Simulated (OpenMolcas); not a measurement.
**singlet SiH3O+: levels of theory compared**

We compute a comparison of 6 runs (HF/STO-3G, UHF/STO-3G, M06-2X/STO-3G, PBE0/STO-3G, r2SCAN/STO-3G, ACPF/STO-3G) of singlet SiH3O+. 

The calculation is run with OpenMolcas 26.06.

1 further run of the same task is left out (set aside as unsound or not needed).

### 1 The system as given

SiH3O+ has 5 atoms, charge +1, and is taken as a singlet. As SMILES of the parent species, `O[SiH2]`. The coordinates come from a GFN2-xTB relaxation. This is one conformer, not always the lowest. That shape belongs to the parent species and isn't relaxed for this state.

Bond lengths: O1–Si2 1.639 Å, O1–H3 0.952 Å, Si2–H4 1.458 Å, Si2–H5 1.448 Å. Angles: O1–Si2–H4 110.9°, O1–Si2–H5 101.7°, Si2–O1–H3 122.7°, H4–Si2–H5 117.6°.

### 2 The energy at HF/STO-3G (run 1)

File run.input:

```
>>> EXPORT MOLCAS_PRINT=2

&GATEWAY
 BASLIB=$CurrDir
 BASISSET
 O.STO-3G....
 O1 0.557310 -0.433760 0.798460 angstrom
 End of Basis
 BASISSET
 Si.STO-3G....
 Si2 0.001930 0.341950 -0.533940 angstrom
 End of Basis
 BASISSET
 H.STO-3G....
 H3 0.725690 -1.370660 0.814800 angstrom
 H4 -1.244820 -0.253580 -1.000760 angstrom
 H5 -0.040110 1.716040 -0.078560 angstrom
 End of Basis

&SEWARD

&SCF
 CHARGE=1
 THRESHOLDS=1e-10 1e-07 1e-07 1e-05
 PRORBITALS=1 1
```

The basis set STO-3G is read from a file made from the Basis Set Exchange's data (not shown).

Started as:

```sh
$ export MOLCAS_MEM=1860
$ pymolcas run.input > run.log
```

Output:

```text
--- Start Module: gateway ---
[...]
--- Stop Module: gateway /rc=_RC_ALL_IS_WELL_ ---
--- Start Module: seward ---
[...]
      Basis functions           17
--- Stop Module: seward /rc=_RC_ALL_IS_WELL_ ---
--- Start Module: scf ---
[...]
       Convergence after  17 Iterations
[...]
::    Total SCF energy                               -360.9362229934
[...]
      Total spin, S                                     0.0000000000
[...]
      Total electronic charge=   24.000000
      Total            charge=    1.000000
[...]
      Dipole Moment (debye):
      Origin of the operator (angstrom)=    0.1788    0.0579   -0.0518
                   X= -1.6119E-01               Y= -4.8245E-01               Z= -3.0808E+00           Total=  3.1225E+00
      Center of Charge (angstrom)
[...]
--- Stop Module: scf /rc=_RC_ALL_IS_WELL_ ---
[...]
```

It took 1.6 s on 1 thread of Arm Neoverse V1, shared host; peak memory 0.37 GiB.

### 3 A single-point energy at UHF/STO-3G (run 2)

File step1.inp:

```
&GATEWAY
BasLib=$CurrDir
BasisSet
O.STO-3G....
O1 0.557310 -0.433760 0.798460 angstrom
End of Basis
BasisSet
Si.STO-3G....
Si2 0.001930 0.341950 -0.533940 angstrom
End of Basis
BasisSet
H.STO-3G....
H3 0.725690 -1.370660 0.814800 angstrom
H4 -1.244820 -0.253580 -1.000760 angstrom
H5 -0.040110 1.716040 -0.078560 angstrom
End of Basis
&SEWARD
&SCF
UHF
Charge=1
Scramble=0.25
PrOrbitals=1 1
```

The basis set STO-3G is read from a file made from the Basis Set Exchange's data (not shown).

Started as:

```sh
$ export MOLCAS_MEM=1860
$ pymolcas step1.inp > step1.log
```

Output:

```text
--- Start Module: gateway ---
[...]
--- Stop Module: gateway /rc=_RC_ALL_IS_WELL_ ---
--- Start Module: seward ---
[...]
      Basis functions           17
--- Stop Module: seward /rc=_RC_ALL_IS_WELL_ ---
--- Start Module: scf ---
[...]
       Convergence after  47 Iterations
[...]
::    Total SCF energy                               -360.9362229933
[...]
      Total spin, S                                     0.0000000087
[...]
      Total electronic charge=   24.000000
      Total            charge=    1.000000
[...]
      Dipole Moment (debye):
      Origin of the operator (angstrom)=    0.1788    0.0579   -0.0518
                   X= -1.6119E-01               Y= -4.8244E-01               Z= -3.0808E+00           Total=  3.1225E+00
      Center of Charge (angstrom)
[...]
--- Stop Module: scf /rc=_RC_ALL_IS_WELL_ ---
[...]
```

Wall time 2.4 s (1 thread of Arm Neoverse V1, shared host); peak memory 0.37 GiB.

Runs 3 to 5 aren't shown in full; the table further down has their settings and results.

### 4 The energy at ACPF/STO-3G (run 6)

File run.input:

```
&GATEWAY
  BasLib=$CurrDir
  BasisSet
  O.STO-3G....
  O1 0.557310 -0.433760 0.798460 angstrom
  End of Basis
  BasisSet
  Si.STO-3G....
  Si2 0.001930 0.341950 -0.533940 angstrom
  End of Basis
  BasisSet
  H.STO-3G....
  H3 0.725690 -1.370660 0.814800 angstrom
  H4 -1.244820 -0.253580 -1.000760 angstrom
  H5 -0.040110 1.716040 -0.078560 angstrom
  End of Basis

&SEWARD

&SCF
  Charge=1
  Thresholds=1e-10 1e-07 1e-07 1e-05
  PrOrbitals=1 1

&MOTRA
  Frozen=6

&GUGA
  Electrons=12
  Spin=1
  Inactive=6
  Active=0
  CIAll=1

&CPF
  ACPF
```

The basis set STO-3G is read from a file made from the Basis Set Exchange's data (not shown).

Started as:

```sh
$ export MOLCAS_MEM=1860
$ pymolcas run.input > run.log
```

Output:

```text
--- Start Module: gateway ---
[...]
--- Stop Module: gateway /rc=_RC_ALL_IS_WELL_ ---
[...]
      Basis functions           17
[...]
       Convergence after  17 Iterations
[...]
::    Total SCF energy                               -360.9362229934
[...]
      Total spin, S                                     0.0000000000
[...]
      *** WARNING: Default frozen orbitals is overwritten by user input.
      *** Default values:   3
[...]
--- Start Module: guga ---
[...]
--- Stop Module: guga /rc=_RC_ALL_IS_WELL_ ---
--- Start Module: cpf ---
[...]
      Active orbitals                            0       0
[...]
      Spin quantum number                      0.0
[...]
     FINAL ACPF ENERGY        -361.06752659
     FINAL CORRELATION ENERGY   -0.13130359  REFERENCE ENERGY    -360.93622299
[...]
      Title:  ACPF natural orbitals
[...]
      Total electronic charge=   24.000000
      Total            charge=    1.000000
[...]
      Dipole Moment (debye):
      Origin of the operator (angstrom)=    0.1788    0.0579   -0.0518
                   X=  1.7880E-01               Y= -1.5881E+00               Z= -1.0162E+00           Total=  1.8939E+00
      Quadrupole Moment (debye*angstrom):
[...]
--- Stop Module: cpf /rc=_RC_ALL_IS_WELL_ ---
[...]
```

Wall time 1.8 s (1 thread of Arm Neoverse V1, shared host); peak memory 0.37 GiB.

### 5 All runs side by side

```csv
run,level,SCF convergence threshold,scramble,energy (Eh),HOMO energy (eV),LUMO energy (eV),HOMO–LUMO gap (eV),wall time
1,HF/STO-3G,1e-10,–,-360.936223,-18.19,-4.51,13.68,1.6 s
2,UHF/STO-3G,–,0.25,-360.936223,-18.19,-4.51,13.68,2.4 s
3,M06-2X/STO-3G,1e-10,–,-361.833947,-15.75,-7.49,8.27,6.3 s
4,PBE0/STO-3G,1e-10,–,-361.642194,-14.10,-8.46,5.64,5.1 s
5,r2SCAN/STO-3G,1e-10,–,-361.786627,-12.78,-9.36,3.42,6.3 s
6,ACPF/STO-3G,1e-10,–,-361.067527,-18.19,-4.51,13.68,1.8 s
```

### 6 What came out

```
                                          quantity          value
                               run 6: total energy  -361.06753 Eh
        run 6: HOMO energy (Hartree–Fock orbitals)      -18.19 eV
        run 6: LUMO energy (Hartree–Fock orbitals)       -4.51 eV
      run 6: HOMO–LUMO gap (Hartree–Fock orbitals)       13.68 eV
run 6: correlation energy (6 core orbitals frozen)     -131.3 mEh
```

What this shows: Over runs 1, 2, 3, 4, 5 the HOMO–LUMO gap runs from 3.42 eV (r2SCAN/STO-3G) to 13.68 eV (HF/STO-3G). Exact exchange widens orbital gaps. Totals of different functionals can't be ranked against each other. In runs 1, 2, 3, 4, 5, 6 the basis is minimal, so the values are rough. All runs together took 24 s, the longest 6.3 s.
